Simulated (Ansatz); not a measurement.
# FOS: the cost of one run

Computed with Ansatz 0.2.0 (the levels named in each step, unless a step's input says otherwise).

## Step 1: The starting structure

Bond lengths: O1–S2 1.438 Å, S2–F3 1.676 Å. Angles: O1–S2–F3 107.2°.

Structure file:

```xyz
3

O    -1.2362   -0.4511   -0.0023
S    -0.1382    0.4769   -0.0033
F     1.2744   -0.4250    0.0075
```

## Step 2: A rough first relaxation, PBE-D4/def2-SVP

This run stands in another session on the same molecule. It ended at:

```xyz
3

O    -1.2860   -0.4570   -0.0025
S    -0.1133    0.4712   -0.0031
F     1.2992   -0.4134    0.0075
```

## Step 3: Relaxation, PBE0-D4/def2-TZVPP

This run stands in another session on the same molecule. It ended at:

```xyz
3

O    -1.2332   -0.4526   -0.0023
S    -0.1073    0.4610   -0.0031
F     1.2404   -0.4077    0.0073
```

## Step 4: Frequencies, PBE0-D4/def2-TZVPP

input.yaml

```yaml
crystal:
  periodic: [false, false, false]
  atoms:
    - { symbol: O, position_ang: [-1.23318418, -0.45255949, -0.00229964] }
    - { symbol: S, position_ang: [-0.10728279, 0.46099474, -0.00306581] }
    - { symbol: F, position_ang: [1.24039698, -0.40765525, 0.00726545] }
magnetization:
  spin_polarized: true
  initial_magnetization: 1
basis:
  gaussian: { orbitals: def2-TZVPP }
hamiltonian:
  xc: pbe0
  dispersion: d4
phonons: {}
```

Run with:

```sh
ansatz run input.yaml --threads 2 --pin off --max-ram 5120MiB --backend cpu --events-out ev --progress --plain --runs-dir out
```

What time and memory should one allow on 2 threads of Intel Xeon at 2.50GHz (Skylake/Cascade Lake), shared host?

About 33 s, with a peak of 0.19 GiB.
